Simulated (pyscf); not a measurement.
PySCF, gas phase, ωB97X-D3(BJ)/def2-SVP geometries. MP2 and CC: frozen core, UHF for open shells. ΔMP2 is the change of the MP2 total energy from the triple- to the quadruple-zeta basis.

Problem. Estimate by transition-state theory (the high-pressure limit) the rate constant of `[F][SiH]` [singlet] + `[F][SiH3]` → `[F][SiH2][SiH2][F]` (singlet surface; H–Si broken, Si–Si, H–Si formed) at 298 K, with CCSD(T)/def2-TZVPP + ΔMP2(QZVPP) energies (ideal gas, 1 atm, RRHO with modes under 100 cm⁻¹ raised to 100, one conformer, R ln 2 for chiral ones without a mode under 150 cm⁻¹; no tunnelling).

Solution. The electronic barrier is 3.2 kcal/mol and the thermal terms add +11.8, so ΔG‡ = 14.9 kcal/mol. With k_BT/h = 6.21e+12 s⁻¹ and RT = 0.592 kcal/mol, and a volume of 4.06e-20 cm³ per molecule at 1 atm, k = 2.9e-18 cm³ molecule⁻¹ s⁻¹. The product is born with the 46 kcal/mol of the reverse barrier and needs collisions to keep. Wigner's tunnelling factor for 298i cm⁻¹ would be 1.09. A shift of 1 kcal/mol in the barrier changes k by a factor 5.4. On the reactant side the descent ends in a complex (not fully relaxed), 4.9 kcal/mol under the separated species and 2.5 kcal/mol under the saddle at ωB97X-D3(BJ)/def2-TZVP. At ωB97X-D3(BJ)/def2-TZVP the barrier from the zero used here is -2.4 kcal/mol. F–SiH₂–SiH₂–F lies 7.8 kcal/mol over its isomer F–SiH(F)–SiH₃ (electronic energy, ωB97M-D3(BJ)/def2-TZVP). This is the saddle that the search found; another between the same sides may lie lower. The CCSD(T) − MP2 part came from Ansatz, without density fitting, on the same reference.
